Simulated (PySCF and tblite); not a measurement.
Values are calculated unless marked as measured or tabulated.
System: C₄H₇N, numbered as in [H]/[N:5]=[C:3](/[CH:2]=[CH2:1])[CH3:4].

Geometries: GFN2-xTB; energies: PBE0/pcSseg-1 + D3(BJ); zero-point and thermal terms from GFN2-xTB harmonic modes (soft modes blended into free rotors). Rate constants are transition-state-theory values, counting equivalent paths, without tunnelling. (PySCF 2.14 with density fitting, tblite 0.8.)

(1) Estimate the barrier and the room-temperature rate of the rotation about the C2–C3 bond (torsion C1–C2–C3–C4 from 0° to 181°, rising).

## Answers

(1) The electronic barrier is 6.6 kcal/mol and ΔG‡(298 K) 6.3 kcal/mol, over a C1 saddle with an imaginary mode of 100i cm⁻¹ (GFN2-xTB). With 2 equivalent paths, k is 3×10⁸ s⁻¹, a mean lifetime of the start of 3.4 ns against this motion. The end lies 1.3 kcal/mol above the start in free energy.
